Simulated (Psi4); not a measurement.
# [NO2]+ (SMILES O=[N+]=O), step by step

We compute a structure relaxation (B97-3c/def2-mTZVP), then vibrational wavenumbers, then the energy (CCSD(T)/cc-pVDZ) of [NO2]+. 

The results are computed with Psi4 1.11.

## 1. The structure to begin with

[NO2]+: 3 atoms, total charge +1, spin state singlet. As SMILES, `O=[N+]=O`. The shape is that of a GFN2-xTB optimisation. The run starts from this shape.

Bond lengths: O1–N2 1.091 Å, N2–O3 1.091 Å. Angles: O1–N2–O3 180.0°.

## 2. A structure relaxation at B97-3c/def2-mTZVP (density fitting) (run 1)

Contents of input.in:

```
memory 1.6 GB

molecule geom {
  1 1
  O     -1.06429375     1.72189955    -0.38928358
  N     -0.00001890    -0.00001890     0.00000000
  O      1.06431265    -1.72188065     0.38928358
  units bohr
  symmetry c1
}

set geom_maxiter 60

E, wfn = optimize("b97-3c", return_wfn=True)
```

The run is started by

```sh
$ psi4 -i input.in -o input.out -n 1
```

input.out:

```text
[...]
  Running in c1 symmetry.
[...]
  Nuclear repulsion =   69.856929407774331
[...]
  Multiplicity = 1
[...]
  Nalpha       = 11
  Nbeta        = 11
[...]
    Number of basis functions: 67
[...]
   @DF-RKS iter   1:  -204.59807561871725    6.27083e-01   6.56478e-03 ADIIS/DIIS
[...]
   @DF-RKS iter   7:  -204.66262314252683   -1.33014e-11   3.51912e-09 DIIS
[...]
    Orbital Energies [Eh]
    ---------------------
    Doubly Occupied:
       1A    -19.266441     2A    -19.266418     3A    -14.635438
       4A     -1.619704     5A     -1.520776     6A     -0.943789
       7A     -0.919304     8A     -0.919304     9A     -0.880264
      10A     -0.717370    11A     -0.717370
[...]
  @DF-RKS Final Energy:  -204.66262314252683
   => Energetics <=
    Nuclear Repulsion Energy =             67.8151169719599523
    One-Electron Energy =                -405.5024210888099674
    Two-Electron Energy =                 156.5116781276310576
    DFT Exchange-Correlation Energy =     -23.4717200062221281
    Empirical Dispersion Energy =          -0.0152771470857446
    VV10 Nonlocal Energy =                  0.0000000000000000
    Total Energy =                       -204.6626231425268259
[...]
 Multipole Moments:
 ------------------------------------------------------------------------------------
     Multipole            Electronic (a.u.)      Nuclear  (a.u.)        Total (a.u.)
 ------------------------------------------------------------------------------------
 L = 1.  Multiply by 2.5417464519 to convert [e a0] to [Debye]
 Dipole X            :         -0.0000000            0.0000000           -0.0000000
 Dipole Y            :         -0.0000000            0.0000000           -0.0000000
 Dipole Z            :         -0.0000005            0.0000000           -0.0000005
 Magnitude           :                                                    0.0000005
[...]
  -Total Gradient:
     Atom            X                  Y                   Z
    ------   -----------------  -----------------  -----------------
       1        0.000000001279    -0.000000000000    -0.000295502254
       2       -0.000000002559    -0.000000000000    -0.000000720536
       3        0.000000001274     0.000000000000     0.000296222777
[...]
    Final optimized geometry and variables:
    Molecular point group: c1
    Full point group: C_inf_v
    Geometry (in Bohr), charge = 1, multiplicity = 1:
    O           -0.000000011520     0.000000000000     2.123420459169
    N           -0.000000011520    -0.000000000000    -0.000000229719
    O            0.000000021605     0.000000000000    -2.123420258057
    Psi4 run time: 0:00:07.85
[...]
```

On the terminal:

```text
Optimizer: Optimization complete!
```

Run time: 8.7 s. Hardware: 1 thread of Intel Xeon Platinum 8559C (Emerald Rapids), shared host; peak memory 0.36 GiB.

Steps, from the record of the run:

| step | energy from the first frame kept (eV) | largest force (eV/Å) |
| --- | --- | --- |
| 0 | 0.0000 | 4.4322 |
| 1 | -0.1310 | 1.0485 |
| 2 | -0.1397 | 0.1241 |
| 3 | -0.1398 | 0.0152 |

After the run. Bond lengths: O1–N2 1.124 Å, N2–O3 1.124 Å. Angles: O1–N2–O3 180.0°.

## 3. Vibrational wavenumbers at B97-3c/def2-mTZVP (density fitting) (run 2)

Contents of no2.inp:

```
memory 1.6 GB

molecule m {
  1 1
  O      0.000000     0.000000    -1.123666
  N      0.000000     0.000000     0.000000
  O      0.000000     0.000000     1.123665
}

set t 600.0
set rotational_symmetry_number 2

frequencies("b97-3c")
```

The run is started by

```sh
$ psi4 -n 1 no2.inp no2.out
```

no2.out, cut to the lines that bear on the results:

```text
[...]
  Running in c2v symmetry.
[...]
  Nuclear repulsion =   67.815126776155125
[...]
  Multiplicity = 1
[...]
  Nalpha       = 11
  Nbeta        = 11
[...]
    Number of basis functions: 67
[...]
   @DF-RKS iter   1:  -204.60053257895251    4.91373e-01   1.10908e-02 ADIIS/DIIS
[...]
  Running in cs symmetry.
[...]
   @DF-RKS iter   9:  -204.66262299061708   -4.32578e-11   8.85665e-09 DIIS
[...]
    Orbital Energies [Eh]
    ---------------------
    Doubly Occupied:
       1Ap   -19.266441     2Ap   -19.266418     3Ap   -14.635438
       4Ap    -1.619704     5Ap    -1.520776     6Ap    -0.943789
       1App   -0.919304     7Ap    -0.919304     8Ap    -0.880264
       2App   -0.717369     9Ap    -0.717369
[...]
  @DF-RKS Final Energy:  -204.66262299061708
   => Energetics <=
    Nuclear Repulsion Energy =             67.8151138952843553
    One-Electron Energy =                -405.5024172420564241
    Two-Electron Energy =                 156.5116774697746109
    DFT Exchange-Correlation Energy =     -23.4717199718829157
    Empirical Dispersion Energy =          -0.0152771417366977
    VV10 Nonlocal Energy =                  0.0000000000000000
    Total Energy =                       -204.6626229906170806
[...]
 Multipole Moments:
[...]
  -Total Gradient:
     Atom            X                  Y                   Z
    ------   -----------------  -----------------  -----------------
       1        0.000000000000     0.000108162716     0.000295122157
       2        0.000000000000    -0.000216714317     0.000001505887
       3        0.000000000000     0.000108042799    -0.000296627915
[...]
  ==> Harmonic Vibrational Analysis <==
[...]
  Freq [cm^-1]                 647.1872            647.1872           1416.0397
[...]
  IR activ [km/mol]             7.0396              7.0396              0.0000
[...]
  Freq [cm^-1]                2457.5577
[...]
  IR activ [km/mol]            264.3984
[...]
  Total E_0, Enthalpy at 0 [K]                                                         -204.65084964 [Eh]
[...]
  Total H, Enthalpy at  600.00 [K]                                                     -204.64235946 [Eh]
[...]
  Total G, Gibbs energy at  600.00 [K]                                                 -204.69796596 [Eh]
[...]
```

It took 19 s on 1 thread of Intel Xeon Platinum 8559C (Emerald Rapids), shared host; peak memory 0.36 GiB.

## 4. The energy at CCSD(T)/cc-pVDZ (run 3)

Contents of no2.dat:

```
memory 1600 MB

molecule molecule1 {
  1 1
  O     -0.580144     0.938631    -0.212201
  N      0.000000     0.000000     0.000000
  O      0.580145    -0.938630     0.212201
  units angstrom
}

set {
  scf_type    pk
  freeze_core true
}

E, wfn = energy("ccsd(t)/cc-pVDZ", return_wfn=True)
```

The run is started by

```sh
$ psi4 no2.dat no2.out -n 1
```

no2.out:

```text
[...]
  Running in c1 symmetry.
[...]
  Nuclear repulsion =   67.815127718169890
[...]
  Multiplicity = 1
[...]
  Nalpha       = 11
  Nbeta        = 11
[...]
    Number of basis functions: 42
[...]
   @RHF iter   1:  -203.53549266976123    3.17014e-01   1.56041e-02 DIIS/ADIIS
[...]
   @RHF iter  11:  -203.69723384146371   -1.42109e-13   7.32208e-10 DIIS
[...]
    Orbital Energies [Eh]
    ---------------------
    Doubly Occupied:
       1A    -21.119995     2A    -21.119935     3A    -16.324235
       4A     -2.115095     5A     -1.976845     6A     -1.273603
       7A     -1.195246     8A     -1.195246     9A     -1.178865
      10A     -0.924074    11A     -0.924074
[...]
  @RHF Final Energy:  -203.69723384146371
   => Energetics <=
    Nuclear Repulsion Energy =             67.8151277181698902
    One-Electron Energy =                -404.3302965842059962
    Two-Electron Energy =                 132.8179350245723924
    Total Energy =                       -203.6972338414637136
[...]
 Multipole Moments:
 ------------------------------------------------------------------------------------
     Multipole            Electronic (a.u.)      Nuclear  (a.u.)        Total (a.u.)
 ------------------------------------------------------------------------------------
 L = 1.  Multiply by 2.5417464519 to convert [e a0] to [Debye]
 Dipole X            :         -0.0000006            0.0000000           -0.0000006
 Dipole Y            :          0.0000000           -0.0000000            0.0000000
 Dipole Z            :         -0.0000009            0.0000000           -0.0000009
 Magnitude           :                                                    0.0000011
[...]
      * MP2 total energy                      = -204.273807626581885
[...]
      * CCSD total energy                     = -204.243863849904614
[...]
      * CCSD(T) total energy                  = -204.273080502386364
[...]
```

It took 2.5 s on 1 thread of Intel Xeon Platinum 8559C (Emerald Rapids), shared host; peak memory 0.22 GiB.

## 5. Summary of results

| quantity | value |
| --- | --- |
| run 1, B97-3c/def2-mTZVP: total energy at the end | -204.66262 Eh |
| run 1, B97-3c/def2-mTZVP: HOMO energy | -19.52 eV |
| run 1, B97-3c/def2-mTZVP: LUMO energy | -12.16 eV |
| run 1, B97-3c/def2-mTZVP: HOMO–LUMO gap | 7.36 eV |
| run 2, B97-3c/def2-mTZVP: lowest harmonic wavenumber | 647 cm⁻¹ |
| run 2, B97-3c/def2-mTZVP: highest harmonic wavenumber | 2458 cm⁻¹ |
| run 2, B97-3c/def2-mTZVP: zero-point energy | 30.9 kJ/mol |
| run 2, B97-3c/def2-mTZVP: ideal-gas entropy at 600 K (symmetry number 2 as used) | 58.2 cal/(mol K) |
| run 3, CCSD(T)/cc-pVDZ: total energy | -204.27308 Eh |
| run 3, CCSD(T)/cc-pVDZ: HOMO energy (Hartree–Fock orbitals) | -25.15 eV |
| run 3, CCSD(T)/cc-pVDZ: LUMO energy (Hartree–Fock orbitals) | -6.50 eV |
| run 3, CCSD(T)/cc-pVDZ: HOMO–LUMO gap (Hartree–Fock orbitals) | 18.65 eV |
| run 3, CCSD(T)/cc-pVDZ: correlation energy (3 core orbitals frozen) | -575.8 mEh |
| run 3, CCSD(T)/cc-pVDZ: (T) correction | -29.22 mEh |
| run 3, CCSD(T)/cc-pVDZ: T1 diagnostic | 0.022 |

In words: The optimisation (run 1, B97-3c/def2-mTZVP) took 4 steps and changed the energy by -0.140 eV. All 4 modes (run 2, B97-3c/def2-mTZVP) are real, so the shape is a minimum at this level. The T1 diagnostic (run 3, CCSD(T)/cc-pVDZ) of 0.022 is above the customary mark for such species, so a single reference may not serve. The triples (run 3, CCSD(T)/cc-pVDZ) make up 5.1 % of the correlation energy.
